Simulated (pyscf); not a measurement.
Addition across a multiple bond or ene-type step: O=Nb(=O)–Cl + H₂ → O=NbH(OH)–Cl

Gas phase, singlet surface, charge 0. Bonds broken: H5–H6. Bonds formed: O1–H6, Nb2–H5. PySCF, gas phase, ωB97X-D3(BJ)/def2-SVP geometries.

Transition state (Å):

```xyz
6

O     -0.3274     0.8001     1.2749
Nb    -1.3336    -0.2791     0.2823
O     -1.0100    -1.8800     0.7068
Cl    -3.5714     0.2190    -0.1036
H      0.0487     0.3516    -0.8969
H      0.2053     0.7623     0.0223
```

One imaginary mode, 1310i cm⁻¹; descent along it reached the two sides named, in the forms told below.

```
bond    change  reactant side (Å)  saddle  product side
------  ------  -----------------  ------  ------------
H5–H6   breaks              0.776   1.019           3.7
O1–H6    forms              2.555   1.362         0.964
Nb2–H5   forms              2.208   1.923         1.767
```

Electronic energies relative to the separated reactants (kJ/mol):

| level | barrier | reaction energy | reverse barrier |
|---|---|---|---|
| ωB97X-D3(BJ)/def2-TZVP | 0.5 | -173.1 | 173.6 |
| PBE/def2-TZVP | -9.7 | -147.3 | 137.5 |
| r²SCAN/def2-TZVP | -8.2 | -159.2 | 151.0 |
| B3LYP-D3(BJ)/def2-TZVP | 0.3 | -165.8 | 166.1 |
| PBE0-D3(BJ)/def2-TZVP | -10.1 | -170.8 | 160.7 |
| M06-2X/def2-TZVP | 6.3 | -174.0 | 180.3 |
| ωB97M-D3(BJ)/def2-TZVP | 3.3 | -171.6 | 174.9 |
| HF/def2-TZVP | 38.4 | -209.0 | 247.4 |

With ωB97M-D3(BJ)/def2-TZVP energies and thermal terms (ideal gas, 1 atm, RRHO with modes under 100 cm⁻¹ raised to 100, one conformer, R ln 2 for chiral ones without a mode under 150 cm⁻¹), in kJ/mol:

```json
[
 {"T (K)": "298", "ΔH‡": "7.2", "ΔG‡": "44.1", "ΔH": "-158.2", "ΔG": "-123.0"},
 {"T (K)": "600", "ΔH‡": "3.2", "ΔG‡": "83.4", "ΔH": "-158.5", "ΔG": "-87.0"},
 {"T (K)": "900", "ΔH‡": "2.1", "ΔG‡": "123.8", "ΔH": "-157.0", "ΔG": "-51.5"},
 {"T (K)": "1200", "ΔH‡": "2.6", "ΔG‡": "164.3", "ΔH": "-154.5", "ΔG": "-16.8"}
]
```

On the reactant side the descent ends in an adduct with a H–Nb contact, 48.7 kJ/mol under the separated species and 49.2 kJ/mol under the saddle at ωB97X-D3(BJ)/def2-TZVP. At PBE, r²SCAN, PBE0-D3(BJ) the saddle lies under the separated reactants, which points to a path from their complex (located at ωB97X-D3(BJ) alone). One saddle was located; it need not be the lowest between these sides. Elements past Kr carry the def2 core potentials, without spin-orbit coupling.
